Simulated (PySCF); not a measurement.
**Which basis set comes closest?**

Molecule: SMILES C(C)C(C)(F)F, C₄H₈F₂.

Geometry (Å), atoms numbered from 1 in this order:
```xyz
14

C     1.919   -0.287    0.129
C     0.440   -0.580    0.314
C    -0.455    0.495   -0.269
C    -1.936    0.260   -0.113
F    -0.173    0.635   -1.598
F    -0.140    1.693    0.307
H     2.534   -1.083    0.571
H     2.171   -0.210   -0.938
H     2.191    0.664    0.609
H     0.167   -1.535   -0.163
H     0.191   -0.676    1.383
H    -2.227   -0.677   -0.606
H    -2.203    0.205    0.951
H    -2.480    1.094   -0.577
```

Geometry PBE0-D3(BJ)/def2-SVP throughout; GIAO in PySCF 2.14.0 with density-fitted response routines, gas phase, one conformer, non-relativistic; equivalent atoms averaged; functional PBE0.

Reference values (measured; G. Saielli, R. Bini, A. Bagno, Computational 19F NMR. 2. Organic compounds, RSC Adv. 2014, ESI (exp. from Berger-Braun-Kalinowski 1994 and Everett 1995)): δ(F5/F6) = -93.3 ppm vs CFCl3. Computed shifts are taken against CFCl3, calculated as an isolated molecule at each level.

Problem. How do the basis sets STO-3G, 6-31G, pcSseg-0, 6-31G*, def2-SVP, cc-pVDZ, pcSseg-1, 6-311+G(2d,p), aug-cc-pVDZ, def2-TZVP, IGLO-III, cc-pVTZ, pcSseg-2 perform against the reference? Times are CPU seconds on shared hosts with different chips, so compare them loosely.

Solution. 
```
    basis set  functions   F5/F6  abs. error F  core-s
       STO-3G         38  -107.0          13.7     2.1
        6-31G         70  -135.5          42.2       4
     pcSseg-0         70  -130.7          37.4     5.6
       6-31G*        100  -122.3          29.0     5.8
     def2-SVP        124  -107.1          13.8     7.3
      cc-pVDZ        124  -118.1          24.8      12
     pcSseg-1        142  -123.9          30.6      17
6-311+G(2d,p)        210  -119.8          26.5      15
  aug-cc-pVDZ        210  -113.5          20.2      26
    def2-TZVP        234  -116.7          23.4      19
     IGLO-III        290  -118.4          25.1      41
      cc-pVTZ        292  -116.3          23.0      42
     pcSseg-2        328  -118.2          24.9      57
```

For 19F the closest is STO-3G (13.7 ppm, with def2-SVP practically level) and the furthest 6-31G (42.2 ppm). Where a smaller basis beats a larger one, errors probably cancel; the largest sets show where the functional converges. One molecule is a small sample, and vibrational and solvent effects are absent from the calculation.

A small basis that lands close on one nucleus may do so by chance; judge by the trend and by all nuclei.
